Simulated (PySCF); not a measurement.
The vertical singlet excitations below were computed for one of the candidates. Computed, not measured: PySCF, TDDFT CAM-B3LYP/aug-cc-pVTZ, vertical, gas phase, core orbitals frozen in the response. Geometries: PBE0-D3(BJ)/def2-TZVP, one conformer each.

```csv
state,E (eV),λ (nm),f
S1,4.31,287.9,0.0000
S2,6.38,194.4,0.037
S3,7.04,176.1,0.0003
S4,7.08,175.0,0.0000
S5,7.16,173.2,0.0005
S6,7.81,158.7,0.0001
S7,7.90,157.0,0.043
S8,7.91,156.7,0.0012
S9,7.93,156.3,0.019
S10,8.11,152.8,0.0003
```

Triplets computed (Tamm–Dancoff): 3.79, 6.09, 6.30, 6.98 eV.

Orbital energies (eV): HOMO-3 -11.65, HOMO-2 -11.27, HOMO-1 -11.06, HOMO -8.62, LUMO 0.16, LUMO+1 0.28, LUMO+2 0.62.

Question: Which candidate is it? All have the formula C4H6O.
A. vinyl ether (`C=COC=C`)
B. methacrolein (`C=C(C)C=O`)
C. cyclobutanone (`O=C1CCC1`)

Answer: C. Its S1 lies at 4.31 eV; the nearest of the others has S1 at 3.91 eV. S1 is HOMO→LUMO+1 (56%), HOMO→LUMO+4 (35%). Löwdin shares by element: HOMO oxygen 49%, carbon 41% or more; LUMO hydrogen 70% or more (atoms not listed hold the other 31%). At the same level the other candidates give, for their lowest levels:
- `C=COC=C`: 5.73 eV (f 0.055); 6.13 eV (f 0.014); 6.18 eV (f 0.636); 6.19 eV (f 0.000); 6.37 eV (f 0.049); T1 4.11 eV; HOMO -7.78, LUMO 0.30 eV
- `C=C(C)C=O`: 3.91 eV (f 0.000); 6.08 eV (f 0.332); 6.88 eV (f 0.026); 7.06 eV (f 0.001); 7.10 eV (f 0.018); T1 3.38 eV; HOMO -9.04, LUMO -0.62 eV
